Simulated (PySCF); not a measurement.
Rock-salt KCl: PBE at its full settings () and at cheaper ones, in a cell of 2 atoms.

| level and setting | lattice constant a (Å) | bulk modulus (GPa) |
|---|---|---|
| PBE (PySCF) | 6.379 | 16.2 |
| PBE/STO-3G (Γ point alone) (PySCF) | [?] | [?] |
| PBE/STO-3G (2×2×2 k mesh) (PySCF) | 5.942 | 49.5 |

Task: Estimate the withheld entries.

Result: 
- PBE/STO-3G (Γ point alone) (PySCF), lattice constant a (Å): 6.518
- PBE/STO-3G (Γ point alone) (PySCF), bulk modulus (GPa): 30.3

Largest shifts from the full settings: lattice constant a -6.85 % (PBE/STO-3G (2×2×2 k mesh)), against a difference of +2.10 % of the full result from the reference 6.248 Å (measured, low temperature, zero-point motion not removed; as tabulated in Doll and Stoll (1997), arXiv:cond-mat/9707218); bulk modulus +206 % (PBE/STO-3G (2×2×2 k mesh)), against a difference of -17.8 % of the full result from the reference 19.7 GPa (measured, 4 K, zero-point motion not removed; as tabulated in Doll and Stoll (1997), arXiv:cond-mat/9707218).

The full settings aren't shown to be converged themselves.

Run with cheap settings on purpose, which may leave them unconverged: PBE/STO-3G (2×2×2 k mesh), PBE/STO-3G (Γ point alone).
